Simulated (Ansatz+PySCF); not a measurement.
A calculation with PySCF 2.14.0.

```python
from pyscf import gto, scf

mol = gto.M(atom="""
N 0.000000 0.000000 -0.196270
H 0.000000 0.000000 1.373900
N 30.000000 0.000000 -0.287870
H 30.000000 0.000000 2.015060
""", basis='6-31g', charge=0, spin=4)
mf = scf.ROHF(mol)
mf.kernel()
print(mf.converged, mf.e_tot, mf.spin_square()[0])
```

The script is written out from the run's settings.

Results

| Item | Value |
| --- | --- |
| Converged | yes |
| Total energy | -109.59083 hartree |
| Spin squared of the determinant | 6.000 |
| Cycles | 8 |

This is not the lowest solution: another run reaches a determinant 0.87 eV lower. Caution: an unrestricted determinant lies well below.
